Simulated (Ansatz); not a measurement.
# C3H6FN: a ladder of functionals and wavefunction methods

An exercise on one series of results from a longer session: the logs are not shown, and one member is left open.

Computed with Ansatz 0.2.0, Gaussian basis. Level: functionals in def2-TZVPP, the program's frozen cores in correlated methods.

The runs, in order: LDA (SPW92), PBE-D4, revPBE-D4, BLYP-D4, r2SCAN-D4, B97M-V, PBE0-D4, B3LYP-D4, r2SCANh-D4, r2SCAN0-D4, HSE06-D4, BHLYP-D4, CAM-B3LYP-D4, LC-ωPBE, ωB97X-V, ωB97M-V, B2PLYP, PBE-QIDH; CCSD(T)/def2-SVP; CCSD(T)/def2-TZVPP; MP2/def2-QZVPP; extrapolation to the limit; RPA on PBE.

### The relaxed structure

An earlier PBE0-D4 in a triple-zeta def2 set relaxation fixed the geometry.

SMILES `C/N=C(/C)F`, 11 atoms, charge 0, spin multiplicity 1.

Atoms are counted from 1 here; the program's logs count them from 0.

Bond lengths: C1–N2 1.441 Å, C1–H6 1.093 Å, C1–H7 1.093 Å, C1–H8 1.093 Å, N2–C3 1.244 Å, C3–C4 1.482 Å, C3–F5 1.361 Å, C4–H9 1.093 Å, C4–H10 1.093 Å, C4–H11 1.087 Å. Angles: N2–C1–H6 108.6°, N2–C1–H7 114.6°, N2–C1–H8 108.6°, H6–C1–H7 109.0°, H6–C1–H8 106.7°, H7–C1–H8 109.0°, C1–N2–C3 121.4°, N2–C3–C4 126.2°, N2–C3–F5 122.8°, C4–C3–F5 111.0°, C3–C4–H9 110.0°, C3–C4–H10 110.0°, C3–C4–H11 109.7°, H9–C4–H10 107.4°, H9–C4–H11 109.9°, H10–C4–H11 109.9°.

The first run:

Contents of in.yaml:

```yaml
crystal:
  periodic: [false, false, false]
  atoms:
    - {symbol: C, position_ang: [-1.189049, 1.457583, 0.192513]}
    - {symbol: N, position_ang: [-0.750753, 0.143534, -0.205722]}
    - {symbol: C, position_ang: [0.401355, -0.256614, 0.036894]}
    - {symbol: C, position_ang: [0.961580, -1.580473, -0.321843]}
    - {symbol: F, position_ang: [1.323909, 0.503701, 0.687448]}
    - {symbol: H, position_ang: [-1.517983, 2.000002, -0.697288]}
    - {symbol: H, position_ang: [-0.432614, 2.051194, 0.712005]}
    - {symbol: H, position_ang: [-2.064298, 1.352415, 0.838318]}
    - {symbol: H, position_ang: [1.287220, -2.105320, 0.579414]}
    - {symbol: H, position_ang: [1.838164, -1.454545, -0.961771]}
    - {symbol: H, position_ang: [0.207868, -2.168277, -0.839467]}
basis:
  gaussian: {orbitals: def2-TZVPP}
hamiltonian: {xc: lda}
output: {orbitals: {seedname: orbitals}}
```

Run with:

```console
ansatz run in.yaml --threads 4 --pin off --events-out ev --progress --plain --max-ram 10444MiB
```

Among the steps run: LDA; PBE-D4 (GGA); revPBE-D4 (GGA); BLYP-D4 (GGA); r2SCAN-D4 (meta-GGA); B97M-V (meta-GGA); B3LYP-D4 (hybrid); r2SCANh-D4 (hybrid); r2SCAN0-D4 (hybrid); HSE06-D4 (hybrid); BHLYP-D4 (hybrid); CAM-B3LYP-D4 (range-separated); LC-ωPBE (range-separated); ωB97X-V (range-separated); ωB97M-V (range-separated); B2PLYP (double hybrid); PBE-QIDH (double hybrid).

One table of the session follows, with a row left open; its other results are not shown here.

It belongs to the step «Orbital energies across the functionals». 

```
  functional  HOMO (eV)  LUMO (eV)  gap (eV)
 LDA (SPW92)      -6.34      -0.88      5.47
      PBE-D4      -6.23      -0.65      5.58
   revPBE-D4      -6.18      -0.57      5.61
     BLYP-D4      -6.14      -0.55      5.59
   r2SCAN-D4      -6.56      -0.40      6.17
      B97M-V      -6.75      -0.31      6.45
     PBE0-D4      -7.79       0.46      8.24
    B3LYP-D4      -7.55       0.17      7.72
  r2SCANh-D4      -7.14       0.01      7.15
  r2SCAN0-D4      -8.02       0.61      8.63
    HSE06-D4      -7.38       0.07      7.45
    BHLYP-D4      -9.29       1.67     10.96
CAM-B3LYP-D4      -9.25       1.64     10.89
     LC-ωPBE     -10.60       2.87     13.47
     ωB97X-V     -10.27       2.80     13.07
     ωB97M-V          ?          ?         ?
```

**Question.** Estimate the row for ωB97M-V.

As computed: HOMO (eV): -10.19; LUMO (eV): 2.69; gap (eV): 12.88. In the column «HOMO (eV)» it lies between ωB97X-V (-10.27) and BHLYP-D4 (-9.29).
